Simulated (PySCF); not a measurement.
System: CH4, singlet: flattening of a tetrahedron along the D2d path, bond length relaxed. Scanned: the two opposite H-C-H angles (109.47 = tetrahedral, 180 = square planar). Other coordinates (C-H bond length) were minimised at B3LYP/def2-TZVP.

The free coordinates were minimised at B3LYP/def2-TZVP in PySCF; the energy column is CCSD(T) on RHF/cc-pVTZ, 1 core orbital frozen (PySCF 2.14.0), in kJ/mol.

```csv
a / °,C-H bond length / Å,E
90,1.093,62.2
95,1.091,34.1
100,1.090,14.5
105,1.089,3.2
109.47,1.089,0.0
115,1.089,4.8
120,1.090,17.4
130,1.093,64.9
140,1.097,140.7
150,1.102,241.8
160,1.106,—
170,1.104,—
180,1.088,—
```

A dash means that the run gave no value there, or that the column was ended at a point which the program doubted or which failed a test of continuity chosen for this set; such a test can also cut sound points.
